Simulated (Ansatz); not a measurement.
**How far a parabola holds: energy against volume of fcc Rh**

System: fcc Rh. Method: r²SCAN in Ansatz (plane waves, PAW). Run with plane-wave cutoff 560 eV, 24×24×24 k mesh, Fermi–Dirac smearing 0.05 eV, no spin polarisation, scalar-relativistic PAW data made under PBE. The cell has no free parameter but its volume, all volumes share cutoff and mesh, and the runs aren't spin-polarised. Energies are free energies at the run's smearing, counted from the lowest row; static lattice.

```csv
V (Å³/atom),E (meV/atom)
12.895,?
13.169,20.99
13.443,5.03
13.718,0.00
13.992,4.63
14.266,17.80
```

Task: Fit E against V with a parabola, and predict the withheld value at V = 12.895.

Result: With u = V - 13.7, the rows have u = -0.5310, -0.2570, 0.0180, 0.2920, 0.5660. Least squares gives E = 0.045 - 4.730·u + 64.517·u². Residuals (row less fit): 0.242, -0.492, 0.019, 0.465, -0.236; standard error 0.535 (degrees of freedom: 2). The fitted curve has its minimum at V = 13.7, where E = -0.04. Its curvature is d²E/dV² = 2 × 64.517 meV/Å⁶, so B = V0·d²E/dV² × 0.1602 = 284 GPa. At the withheld row, u = -0.8050, so E = 0.045 - 4.730 × (-0.8050) + 64.517 × (-0.8050)² = 45.661 meV/atom. The calculation gives 49.30 meV/atom, 3.639 meV/atom above the prediction (7.4 % of the range of E in the table). The row lies outside the fitted rows, so this is an extrapolation. From the scatter of the fitted rows alone, a prediction at this place has a standard error of 1.266 meV/atom, so the miss is 2.9 times that.

The residuals are curvature that a parabola lacks, not noise. A solid that stiffens under compression and softens on expansion lies above the parabola at the compressed end and under it at the expanded end, as this row does. A third-order Birch-Murnaghan fit to the whole scan has B0 = 282 GPa. Only scans are tabulated whose curvature falls smoothly with volume, and where the parabola meets the shown rows within 5 % of their range and misses the end by 0.1 meV or more.

Measured, for comparison: bulk modulus 271 GPa (corrected for temperature and zero-point phonon effects, sources range from 271 to 289; as tabulated in Levämäki et al. (2014), arXiv:1402.3671). Computed less measured: bulk modulus +4.1 % (inside the range of the sources held).

Ansatz is a quantum-chemistry and plane-wave program.
